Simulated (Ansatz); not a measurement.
in.yaml

```yaml
crystal:
  periodic: [false, false, false]
  atoms:
    - {symbol: Ge, position_ang: [-0.001989, 0.000001, 1.207499]}
    - {symbol: Ge, position_ang: [-0.001381, -0.000001, -1.281547]}
    - {symbol: H, position_ang: [1.500233, -0.000013, 1.588157]}
    - {symbol: H, position_ang: [-0.628647, 1.243483, 1.874144]}
    - {symbol: H, position_ang: [-0.628670, -1.243469, 1.874145]}
basis:
  gaussian: {orbitals: cc-pVDZ}
magnetization: {spin_polarized: false, initial_magnetization: 1}
correlation: {active_space: {ras: {orbitals: [5, 1, 35], electrons: 31, max_holes: 2, max_particles: 2}, fixed_orbitals: true}}
```

```sh
$ ansatz run in.yaml --threads 1 --pin off --events-out ev --progress --plain --max-ram 2393MiB
```

(1) How does this run end?

## Answers

(1) Stopped by an error. The settings were drawn as a stress test.
```
784 factors; integrals over basis functions are off by at most 9.9e-4 eV
mean field evaluation 1: about -112990.8475 eV, gradient 9.9e0 eV
mean field evaluation 2: about -112990.8502 eV, gradient 9.9e0 eV
mean field evaluation 4: about -112991.6869 eV, gradient 1.1e0 eV
mean field evaluation 8: about -112991.6970 eV, gradient 5.9e-4 eV
mean field evaluation 16: about -112991.6398 eV, gradient 1.6e-4 eV
mean field evaluation 32: about -112991.6967 eV, gradient 2.2e-2 eV
mean field -112991.69696932 eV, -4152.3682750996 hartree, gradient 2.1e-6 eV, S^2 0.750000; 6 other end points of the search recorded, 0 dependent functions left out
reference -112991.69696932 eV, -4152.3682750996 hartree; 34, 33 occupied and 35, 36 virtual orbitals, 784 factors
Error: 1 states are sought, and the space of determinants holds 0 states of this symmetry and spin
```
